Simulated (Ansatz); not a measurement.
Ansatz (an electronic-structure program) input (HF/6-31G*):

Ansatz 0.2 input:
```yaml
crystal:
  periodic: [false, false, false]
  atoms:
    - {symbol: C, position_ang: [1.34357340, -0.31534230, 0.00165768]}
    - {symbol: C, position_ang: [0.10914327, 0.55347003, -0.00152788]}
    - {symbol: N, position_ang: [-1.27273644, -0.06854493, -0.00051588]}
    - {symbol: H, position_ang: [1.26914197, -0.99000873, 0.88237363]}
    - {symbol: H, position_ang: [1.27012616, -0.99505483, -0.87525269]}
    - {symbol: H, position_ang: [0.10029235, 1.21511028, -0.87384715]}
    - {symbol: H, position_ang: [0.09931758, 1.22010812, 0.86696747]}
    - {symbol: H, position_ang: [-1.27345159, -0.69729687, 0.78726536]}
    - {symbol: H, position_ang: [-1.27257138, -0.70180987, -0.78467421]}
basis:
  gaussian:
    orbitals: 6-31G*
hamiltonian:
  xc: {name: HF}
total_charge: -1
phonons: {temperatures: {t_min: 298.15, t_max: 298.15, t_step: 100}}
```

### Question
Which harmonic wavenumbers does it give?

### Answer
275, 424, 446, 834, 908, 940, 1069, 1108, 1222, 1401, 1457, 1503, 1601, 1626, 1831, 2909, 2911, 3095, 3109, 3633, 3701 cm⁻¹ (unscaled; negative means imaginary).
